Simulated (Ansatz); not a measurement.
Results of G0W0@HSE06 (Ansatz, a quantum-chemistry and plane-wave program, hard PAW, contour deformation) for 3C-SiC.

The cell has the measured lattice parameters. Conventional cell: a = 4.3580 Å, b = 4.3580 Å, c = 4.3580 Å, α = 90.00°, β = 90.00°, γ = 90.00°.

The quasiparticle gap at Γ at a fixed k mesh 4×4×4:

```csv
response cutoff,value (eV)
"150 eV, 159 empty bands",7.792
"200 eV, 244 empty bands",7.811
"250 eV, 341 empty bands",7.818
"300 eV, 449 empty bands",7.821
```

### Question
Taking the value to converge with the response cutoff E as E^(−3/2), extrapolate from the last two rows.

### Answer
With y = y∞ + c/w and weights w = 3953 and 5196 for the last two rows, y∞ = (w2 y2 − w1 y1)/(w2 − w1) = (5196 × 7.821 − 3953 × 7.818)/1243 = 7.831 eV, which lies 0.010 beyond the last row. Successive pairs of rows give 7.846, 7.836, 7.831. The limit also hangs on the law assumed, so its last digits aren't firm.

The other settings are not extrapolated, so this is the limit in one setting alone.

The smallest gap on this mesh is 2.66 eV, away from Γ.

Note: GW on a hybrid start was not checked against another program.
